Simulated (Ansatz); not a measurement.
Ansatz (an electronic-structure program) input:

Ansatz 0.2 input:
```yaml
crystal:
  periodic: [false, false, false]
  atoms:
    - {symbol: S, position_ang: [-0.01709357, 0.00412436, 0.36533252]}
    - {symbol: O, position_ang: [0.02559840, 1.23445278, -0.37891730]}
    - {symbol: O, position_ang: [0.00858873, -1.24270151, -0.35174774]}
basis:
  gaussian:
    orbitals: def2-TZVP
hamiltonian:
  xc: b3lyp
  dispersion: d3bj
phonons: {temperatures: {t_min: 298.15, t_max: 298.15, t_step: 100}}
```

Predict the final energy.

-548.72476 Eh (B3LYP-D3(BJ)/def2-TZVP). The basis has 99 functions.
